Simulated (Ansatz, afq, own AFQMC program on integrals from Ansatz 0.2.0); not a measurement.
BNH$_{2}$, triplet: AFQMC among the cluster methods

```xyz
4

B     0.0000    0.0000    0.9422
N     0.0000    0.0000   -0.5648
H     0.0000   -0.8409   -1.1283
H     0.0000    0.8409   -1.1283
```

Connectivity, by distances: B–NH2.

Basis cc-pVDZ. Only valence electrons are correlated. Integrals, coupled cluster, full CI and functionals: Ansatz 0.2.0; the random walks run on the same integrals in our own AFQMC program. The CISD trial takes its coefficients from CCSD amplitudes. Released means that phaseless walkers are propagated on without the constraint, phases kept. Free projection: walkers drawn from exp(T), propagated without any constraint. Its projection time is finite, and what remains of the start isn't in its error. Uncertainties: one standard error, sampling alone.

Determinant: UHF, the one that the program's search chose, which needn't be the lowest solution. The geometry is a point of a scan.

No full CI on the walks' own integrals is used here; CCSDT(Q) serves as the reference and is uncertain by about the last step of the cluster series.

Cautions: lower spins were not checked.

- T1 diagnostic: 0.0208
- weight of the determinant in the CISD state: 0.907
- ⟨S²⟩ of the determinant: 2.022
- size of the correlated space: 10 electrons in 36 orbitals

| level | correlation energy (eV) |
| --- | --- |
| MP2 | -5.8155 |
| CCSD | -6.3196 |
| CCSD(T) | -6.5101 |

(1) Estimate where AFQMC with the constraint released lies against CCSD(T) on the same integrals.

(1) 1.59 ± 0.55 mEh below CCSD(T).

Reference: CCSDT(Q), correlation energy -6.549 eV. The released energy is read at 2.40 1/Eh (meV from the phaseless value at times in 1/Eh: -26 ± 15 at 0.24, -26 ± 11 at 0.51, -18 ± 11 at 0.99, -14 ± 13 at 1.62, -21 ± 15 at 2.40).

```tsv
level	E − E(reference) (mEh)	share of correlation (%)
CCSD(T)	1.41	99.41
CCSDT	0.64	99.74
ph-AFQMC/CISD	0.61 ± 0.52	99.75
released AFQMC	-0.18 ± 0.55	100.07
free AFQMC	0.05 ± 0.42	99.98
```

Free projections are given only where their last times agree within the noise and don't stop above the reference; a slow remainder of the start can still hide under it. A walk keeps the symmetry of its determinant, which the program's search chose and which needn't be the lowest solution, so a lower state of the same spin and another symmetry isn't excluded. Released energies are given only where the last usable release times agree within the noise; a slower fall can still hide under it.
